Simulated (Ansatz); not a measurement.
System: hexagonal BN. Method: G0W0@PBE in Ansatz (hard PAW, contour deformation).

The cell has the measured lattice parameters. Conventional cell: a = 2.5040 Å, b = 2.5040 Å, c = 6.6612 Å, α = 90.00°, β = 90.00°, γ = 120.00°.

The quasiparticle gap at Γ at a fixed k mesh 6×6×2:

```tsv
response cutoff	value (eV)
150 eV, 277 empty bands	8.002
200 eV, 427 empty bands	8.129
250 eV, 596 empty bands	8.203
300 eV, 784 empty bands	8.249
```

Problem. Taking the value to converge with the response cutoff E as E^(−3/2), extrapolate from the last two rows.

Solution. With y = y∞ + c/w and weights w = 3953 and 5196 for the last two rows, y∞ = (w2 y2 − w1 y1)/(w2 − w1) = (5196 × 8.249 − 3953 × 8.203)/1243 = 8.395 eV, which lies 0.146 beyond the last row. Successive pairs of rows give 8.364, 8.389, 8.395. The limit also hangs on the law assumed, so its last digits aren't firm.

The other settings are not extrapolated, so this is the limit in one setting alone.

At the last cutoff the smallest gap on this mesh is 6.07 eV, with an edge away from Γ.

Ansatz is a program for electronic structure.
